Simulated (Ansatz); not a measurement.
C3H5NO can be A, `COC1=NC1`, or B, `CCOC#N`.

Isolated molecules relaxed with PBE0-D4/def2-TZVP in Ansatz; ΔE leaves out vibrations. CCSD(T)/CBS adds triple-zeta CCSD(T) − MP2 to the extrapolated MP2 energy (def2 sets, frozen cores). Functionals use def2-TZVPP. B3LYP here is the variant with VWN-RPA as its local correlation; programs differ in this. Each species was taken in one conformer, which may not be the lowest.

Question: Which is lower in electronic energy at CCSD(T)/CBS, and by how much? (Estimate.)

Answer: Computed: B, by 126.8 kJ/mol.

Question: Give E(B) − E(A) in kJ/mol with ωB97M-V, B3LYP, PBE0-D4, r2SCAN-D4, CCSD/def2-TZVPP, HF/def2-TZVPP, B2PLYP. (Estimate.)

Answer: Computed: ωB97M-V -120.9, B3LYP -125.2, PBE0-D4 -108.8, r2SCAN-D4 -114.5, CCSD/def2-TZVPP -132.6, HF/def2-TZVPP -148.7, B2PLYP -130.3. None reverses the order clearly.

Question: Does the order hold for the free energy at 298.15 K (harmonic terms from PBE0-D4)? (Estimate.)

Answer: Ansatz gave: Yes: G(B) − G(A) = -127.6 kJ/mol, for one conformer each.

Largest T1 diagnostic: 0.013.

At CCSD(T), def2-SVP lies −3.9 kJ/mol from the extrapolated value and def2-TZVPP −2.5 kJ/mol. From BLYP to BHLYP (50 % exact exchange), in def2-TZVPP and without D4, E(B) − E(A) moves by −5.5 kJ/mol.
